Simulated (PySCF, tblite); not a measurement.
**C₂H₆O₂, a complex of two parts: NMR shifts, interaction energy, spin-spin couplings and core binding energies**

Wanted: the NMR shifts, interaction energy, spin-spin couplings and core binding energies for `CO` with `C=O`.

Programs: tblite 0.8.0 and PySCF 2.14.0. All values are calculated, for the isolated system unless a continuum is named. Atoms count from 0, parts from 1.

## (1) The system as given

10 atoms, charge 0, multiplicity 1; geometry: rigid parts in contact. Parts: 1 = atoms 0–5, `CO`, charge 0; 2 = atoms 6–9, `C=O`, charge 0.

## (2) Docking the parts with GFN2-xTB

Job settings and geometry (Å):

```
{"job": {"kind": "dock", "xc": "GFN2-xTB", "basis": "xTB"}, "charge": 0, "multiplicity": 1, "parts": [{"atoms": "0-5", "charge": 0, "multiplicity": 1}, {"atoms": "6-9", "charge": 0, "multiplicity": 1}]}
C     -0.362350     0.005455     0.022224
O      0.931201     0.519274    -0.178288
H     -1.050815     0.835913    -0.122127
H     -0.601269    -0.783289    -0.699168
H     -0.489269    -0.388503     1.036384
H      1.572502    -0.188850    -0.059026
C      2.165387     0.329970     3.380557
O      1.804094    -0.103125     2.330316
H      3.185311     0.175933     3.771525
H      1.507450     0.917254     4.043168
```

Method: GFN2-xTB search for minima from random contacts, gas phase.

On the command line:

```bash
> OMP_NUM_THREADS=1 python cluster_run.py task.json out
```

This one command runs all jobs of the session in turn.

**Question.** The jobs that follow are: PBE0-D3(BJ)/def2-SVPD geometry optimisation, gas phase; GIAO PBE0/pcSseg-2 NMR shielding, non-relativistic, gas phase; wB97M-D3(BJ)/def2-TZVPD interaction energy, counterpoise and uncorrected, gas phase; PBE0-D3(BJ)/def2-TZVPD interaction energy, counterpoise and uncorrected, gas phase; B3LYP/pcJ-1 indirect spin-spin coupling, non-relativistic, gas phase; delta-SCF UKS SCAN, pcX-2 on the ionised atom, pcseg-1 elsewhere, spin-free X2C. Predict: binding energy (GFN2-xTB); point group; rotational constants (main isotopes); shieldings of C, H (PBE0/pcSseg-2); largest proton shift on binding; interaction energy, counterpoise (wB97M-D3(BJ)/def2-TZVPD); superposition error; binding energy (with deformation); largest coupling of the table (B3LYP/pcJ-1); O1s binding energies, SCAN/pcX-2; C1s binding energies, SCAN/pcX-2 (standing for 1 of 2 atoms).

**Answer**, as computed:

```
                                                    quantity                                                                                  value
                                   binding energy (GFN2-xTB)                                                                         -3.57 kcal/mol
                                                 point group                                                                                     C1
                        rotational constants (main isotopes)                                                                  21.64, 2.60, 2.52 GHz
                          shieldings of C, H (PBE0/pcSseg-2)  C6 -27.8, C0 131.1, H8 21.4, H9 21.4, H3 27.7, H4 27.9, H2 27.9, H5 28.0 ppm and more
                             largest proton shift on binding                                                                          H5, +3.80 ppm
  interaction energy, counterpoise (wB97M-D3(BJ)/def2-TZVPD)                                                                         -5.21 kcal/mol
                                         superposition error                                                                          0.07 kcal/mol
                           binding energy (with deformation)                                                                         -5.08 kcal/mol
                 largest coupling of the table (B3LYP/pcJ-1)                                                           $^{1}J$(C,H) C6–H9, 189.4 Hz
                            O1s binding energies, SCAN/pcX-2                                                                O7 539.58, O1 538.21 eV
C1s binding energies, SCAN/pcX-2 (standing for 1 of 2 atoms)                                                                           C0 292.07 eV
 range of the interaction energy over the runs of this table                                                                -5.38 to -5.21 kcal/mol
```

**Reading.** In the structure that the search hands on, at its xTB geometry, the leading contact, judged by the atoms' radii, is H5···O7 (hydrogen bond, 2.00 Å). A later relaxation moves these distances. The start of the PBE0/def2-SVPD relaxation was shaken at random by about 0.01 Å, so part of the energy gained, and of the first lengths quoted, undoes that. Over 16 steps the energy fell by 0.084 eV; of the close pairs, C0–H2 changed most, 1.133 to 1.098 Å. Hydrogens of an XH3 group are listed apart at this fixed geometry; free rotation makes them one line at their mean. At PBE0/pcSseg-2: The largest span, 1524 ppm, is at O7, where the paramagnetic term is -807 ppm. On binding (GIAO PBE0/pcSseg-2 NMR shielding, non-relativistic, gas phase), H5 moves most among the protons, 3.80 ppm downfield. The interaction energy runs from -5.38 (PBE0-D3(BJ)/def2-TZVPD) to -5.21 kcal/mol (wB97M-D3(BJ)/def2-TZVPD).
